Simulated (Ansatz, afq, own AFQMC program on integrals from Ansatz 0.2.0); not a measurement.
Integrals from Ansatz 0.2.0, then the random walk in our own AFQMC program (afq).

```yaml
crystal:
  periodic: [false, false, false]
  atoms:
    - {symbol: Ge, position_ang: [0.000000, 0.000000, 0.818074]}
    - {symbol: Ge, position_ang: [0.000000, 0.000000, -4.212926]}
    - {symbol: H, position_ang: [0.000000, 1.262069, 1.697426]}
    - {symbol: H, position_ang: [0.000000, -1.262069, 1.697426]}
basis:
  gaussian: {orbitals: cc-pVDZ}
magnetization: {spin_polarized: false}
correlation: {method: ccsd_t, electrons: outside_noble_gas, hamiltonian_folder: ham}
```

```sh
$ ansatz run in.yaml --threads 1 --pin off --events-out ev --progress --plain --max-ram 1382MiB
```

afq runs on the folder ham with

```
--method phaseless --trial cisd --walkers 60 --populations 1 --least-time 40 --time-step 0.005 --steps-per-block 50 --equilibration-blocks 40 --max-blocks 300 --target-error 0.00076 --factor-cut 1e-05 --seed 5505 --release-times 0.24,0.51,0.99,1.62,2.4 --release-step 0.03 --release-every 4 --taylor-order 6
```

Times are imaginary, in 1/Eh. The walk had a cap of 1091 s. Filled inner d shells are frozen with the cores.

Output of the walk:

```
orbitals 36  electrons 5 5  factors 251 of 742
reference energy -4151.66704236 Eh
CCSD correlation -0.18567303 Eh in 24 cycles, weight of the determinant in the CISD state 0.7222
energy of the start -4151.852715 Eh
 block  time / (1/Eh)  mean weight  energy / Eh
     1     0.250  1.0012  -4151.849324
     2     0.500  1.0000  -4151.849083
     3     0.750  0.9993  -4151.849665
     4     1.000  0.9980  -4151.850961
     5     1.250  0.9995  -4151.851476
     7     1.750  0.9987  -4151.855022
     9     2.250  0.9995  -4151.851883
    13     3.250  0.9997  -4151.852477
    25     6.250  0.9984  -4151.853721
    37     9.250  0.9994  -4151.858379
    49    12.250  1.0016  -4151.854808
    61    15.250  1.0012  -4151.858183
    73    18.250  0.9967  -4151.860777
    85    21.250  0.9992  -4151.852917
    97    24.250  1.0025  -4151.854570
   103    25.750  0.9986  -4151.870135
   109    27.250  0.9999  -4151.850344
   121    30.250  0.9982  -4151.869081
   133    33.250  1.0004  -4151.851341
   145    36.250  1.0008  -4151.850828
   157    39.250  0.9989  -4151.852819
   169    42.250  1.0006  -4151.855163
   181    45.250  0.9956  -4151.844398
   193    48.250  0.9962  -4151.861374
   205    51.250  1.0014  -4151.853633
   217    54.250  0.9998  -4151.855887
   229    57.250  1.0007  -4151.861576
   241    60.250  1.0009  -4151.856024
   253    63.250  1.0003  -4151.852569
   265    66.250  0.9987  -4151.854205
blocks merged  error / Eh  count
     1  0.000451  230
     2  0.000580  115
     4  0.000739  57
     8  0.000752  28
    16  0.000749  14
released: time / (1/Eh)  energy / Eh  error  mean overlap
  0.24  -4151.857093  0.001021  1.0064
  0.51  -4151.857394  0.000922  0.9995
  0.99  -4151.857720  0.001005  1.0276
  1.62  -4151.857993  0.001620  1.0404
  2.40  -4151.860154  0.001767  1.0290
energy -4151.856994 +/- 0.000752 Eh
(rows thinned)
```

The run passed its tests (sampling time, drift between the halves within three errors, error under three times the target), which doesn't prove that it has relaxed.

Against this walk (error 20.5 meV) on the same determinant: CCSD(T) 5.7 meV lower (within the noise), CCSDT(Q) 100.4 meV lower. The error is statistical and leaves out the bias of the constraint. None of these is a sure reference here. Released to 0.99 1/Eh the energy moves by -20 ± 34 meV (both errors), within twice the noise.

Cautions: constraint bias not in the error; no relativity below Rb; no spin-orbit coupling; inner d shell frozen; higher spins were not checked; restricted determinant unstable towards unrestricted (UHF 1.44 eV lower, ⟨S²⟩ 2.00); strong correlation (T1 0.011, weight of the determinant 0.72, largest double 0.37); the CCSDT(Q) amplitudes may be one of several solutions (largest double 0.86); CCSDT(Q) on the UHF determinant differs (995 meV lower), perhaps since the unrestricted series falls towards higher spin; the bias of populations of 60 walkers isn't removed.

The walk took 120 s on 1 thread of Arm Neoverse V2, on a shared host. The log's last line is the phaseless energy.

CCSDT and higher add their correlation energy to the determinant of the CCSD(T) run, since their own runs factorise the integrals more tightly (a shift of under 2 meV). A walk keeps the symmetry of its determinant, which the program's search chose and which needn't be the lowest solution, so a lower state of the same spin and another symmetry isn't excluded.
